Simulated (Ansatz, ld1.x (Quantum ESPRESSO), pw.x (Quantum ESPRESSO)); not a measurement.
From atom to crystal: PAW potential for chromium (Cr)

- Element: chromium (Cr)
- Generator: ld1.x (Quantum ESPRESSO) 7.5
- Type: PAW
- Functional: PBEsol
- Relativity: scalar-relativistic
- Frozen core: [Ar]
- Valence charge: 6
- Reference configuration: 3d5 4s1 4p0
- Partial waves: 4s (bound): rcut 2.25, rcutus 2.75 bohr; 4s channel at 3.3 Ry: rcut 2.25, rcutus 2.75 bohr; 4p (bound, empty): rcut 2.80, rcutus 3.65 bohr; 4p channel at 1.05 Ry: rcut 2.80, rcutus 3.65 bohr; 3d (bound): rcut 1.05, rcutus 1.15 bohr; 3d channel at 1.25 Ry: rcut 1.05, rcutus 1.15 bohr
- Local potential: all-electron potential smoothed inside 2.00 bohr (lloc = -1)
- Core correction: a·sin(br)/r model core inside 0.90 bohr
- Augmentation charge: BESSEL, radius 0.85 bohr

Crystal test: bcc Cr in pw.x 7.5, no spin, 16³ k-points, Fermi–Dirac smearing 0.01 Ry, cutoffs 170/900 Ry. The reference is all-electron LAPW (Ansatz 0.2.0) with the same functional, mesh and smearing; V0 and B0 come from Birch–Murnaghan fits to the pressures at five volumes. Errors are pseudo minus all-electron; Δ is the rms difference of the E(V) curves that follow from these fits, minima aligned, over ±6 % about the mean V0. Mesh and smearing are coarse, so the numbers serve the comparison and aren't converged zero-temperature values; the lattice is a test structure that the element need not adopt. Spin polarisation and strong correlation are left out, which matters for this element.

```csv
V (Å³/atom),P all-electron (GPa),P pseudo (GPa)
10.618,15.28,12.96
10.898,6.82,3.48
11.177,-0.61,-4.76
11.456,-7.12,-11.86
11.736,-12.84,-18.02
```

All-electron: a0 = 2.815 Å (V0 = 11.15 Å³/atom), B0 = 280.5 GPa.

Pseudopotential: mean pressure error (GPa): -3.95; a0 (Å): 2.803; a0 error (%): -0.43; B0 error (%): +16.9; Δ (meV/atom): 9.3. The largest radius (3.65 bohr) exceeds half the bond length (2.31 bohr), so the spheres overlap, which is one possible source of error among others. This is a poor potential for the solid. Atomic configuration tests: 1 of 7 tests not solved or not reliable.

Q: At the middle volume, how do free energy and pressure move when the wave cutoff is lowered (ecutrho held at 900 Ry)?

A:

```json
{"cutoff (Ry)": "76", "shift of F (meV/atom)": "+75.7", "shift of P (GPa)": "-9.07"}
{"cutoff (Ry)": "102", "shift of F (meV/atom)": "+19.2", "shift of P (GPa)": "-0.61"}
{"cutoff (Ry)": "136", "shift of F (meV/atom)": "+1.1", "shift of P (GPa)": "-0.12"}
```

Input at the middle volume:

```
&control
  calculation='scf', prefix='x', pseudo_dir='./', outdir='./tmp', tstress=.true., disk_io='none'
/
&system
  ibrav=0, nat=1, ntyp=1, ecutwfc=170, ecutrho=900, nbnd=10,
  occupations='smearing', smearing='fd', degauss=0.01
/
&electrons
  conv_thr=1e-09, mixing_beta=0.4, electron_maxstep=70
/
ATOMIC_SPECIES
Cr 1.0 Cr.UPF
CELL_PARAMETERS angstrom
  -1.40849428 1.40849428 1.40849428
  1.40849428 -1.40849428 1.40849428
  1.40849428 1.40849428 -1.40849428
ATOMIC_POSITIONS crystal
Cr 0.0000 0.0000 0.0000
K_POINTS automatic
16 16 16 0 0 0
```

```bash
pw.x < Cr.scf.in > Cr.scf.out
```

Lines of the output:

```
Message from routine setup:
     using ibrav=0 with symmetry is DISCOURAGED, use correct ibrav instead
     lattice parameter (alat)  =       4.6101  a.u.
     unit-cell volume          =      75.4261 (a.u.)^3
     number of electrons       =         6.00
     number of Kohn-Sham states=           10
     kinetic-energy cutoff     =     170.0000  Ry
     charge density cutoff     =     900.0000  Ry
     scf convergence threshold =      1.0E-09
     Exchange-correlation= SLA  PW   PSX  PSC
     number of k points=   145  Fermi-Dirac smearing, width (Ry)=  0.0100
     iteration #  1     ecut=   170.00 Ry     beta= 0.40
     total energy              =    -107.67190814 Ry
     estimated scf accuracy    <       1.45881782 Ry
     iteration #  2     ecut=   170.00 Ry     beta= 0.40
     total energy              =    -107.75210545 Ry
     estimated scf accuracy    <       0.03674170 Ry
     iteration #  3     ecut=   170.00 Ry     beta= 0.40
     total energy              =    -107.74880580 Ry
     estimated scf accuracy    <       0.01257756 Ry
     iteration #  4     ecut=   170.00 Ry     beta= 0.40
     total energy              =    -107.74959352 Ry
     estimated scf accuracy    <       0.00007245 Ry
     iteration #  5     ecut=   170.00 Ry     beta= 0.40
     total energy              =    -107.74973878 Ry
     estimated scf accuracy    <       0.00007988 Ry
     iteration #  6     ecut=   170.00 Ry     beta= 0.40
     total energy              =    -107.74962281 Ry
     estimated scf accuracy    <       0.00025799 Ry
     iteration #  7     ecut=   170.00 Ry     beta= 0.40
     total energy              =    -107.74967051 Ry
     estimated scf accuracy    <       0.00000651 Ry
     iteration #  8     ecut=   170.00 Ry     beta= 0.40
     total energy              =    -107.74967002 Ry
     estimated scf accuracy    <       0.00000272 Ry
     iteration #  9     ecut=   170.00 Ry     beta= 0.40
     total energy              =    -107.74967061 Ry
     estimated scf accuracy    <       0.00000006 Ry
     iteration # 10     ecut=   170.00 Ry     beta= 0.40
     total energy              =    -107.74967064 Ry
     estimated scf accuracy    <          7.9E-09 Ry
     iteration # 11     ecut=   170.00 Ry     beta= 0.40
     the Fermi energy is    14.6859 ev
!    total energy              =    -107.74967064 Ry
     estimated scf accuracy    <          7.3E-10 Ry
     smearing contrib. (-TS)   =      -0.00304883 Ry
     The total energy is F=E-TS. E is the sum of the following terms:
     one-electron contribution =       9.64445030 Ry
     hartree contribution      =       1.05923446 Ry
     xc contribution           =     -21.15698555 Ry
     ewald contribution        =     -24.61095498 Ry
     one-center paw contrib.   =     -72.68236603 Ry
     convergence has been achieved in  11 iterations
          total   stress  (Ry/bohr**3)                   (kbar)     P=      -47.57
     Message from routine punch:
     Nothing written, as per user request (disk_io='none')
```

The run at the middle volume (145 k-points, 11 iterations) took about 57 s on one core of a shared host (Neoverse-V2, 96 threads, 742 GiB, load 37).
